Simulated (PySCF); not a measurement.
Mapped SMILES: `[CH3:1][CH2:2][CH2:3][OH:4]`; H(Xn) means a hydrogen on atom n.

GIAO shifts from PySCF on PBE0-D3(BJ)/def2-TZVP geometries (one conformer, non-relativistic, equivalent nuclei averaged), against TMS at the same level and in the same medium; PCM means IEF-PCM chloroform.

Measured (solution, not stated per compound (mostly CDCl3 or CCl4); Pretsch, Buehlmann, Badertscher, Structure Determination of Organic Compounds, 4th ed. (2009)): C3 64.2, C2 25.9, C1 10.3, H(C3) 3.59, H(C2) 1.59, H(C1) 0.94 ppm.

Question: Which unscaled values do B97-2/pcSseg-2, gas; WP04/pcSseg-2, PCM; wB97X-D/pcSseg-2, PCM give, and how close are they?

Answer: 
```csv
atoms,measured,"B97-2/pcSseg-2, gas","WP04/pcSseg-2, PCM","wB97X-D/pcSseg-2, PCM"
C3,64.2,71.5,73.7,71.9
C2,25.9,33.2,34.2,32.7
C1,10.3,12.1,13.9,11.9
H(C3),3.59,3.52,3.44,3.52
H(C2),1.59,1.52,1.53,1.54
H(C1),0.94,0.87,0.88,0.87
```

Mean absolute error for ¹³C: B97-2/pcSseg-2, gas 5.5, WP04/pcSseg-2, PCM 7.1, wB97X-D/pcSseg-2, PCM 5.4 ppm.

Mean absolute error for ¹H: B97-2/pcSseg-2, gas 0.07, WP04/pcSseg-2, PCM 0.09, wB97X-D/pcSseg-2, PCM 0.06 ppm.
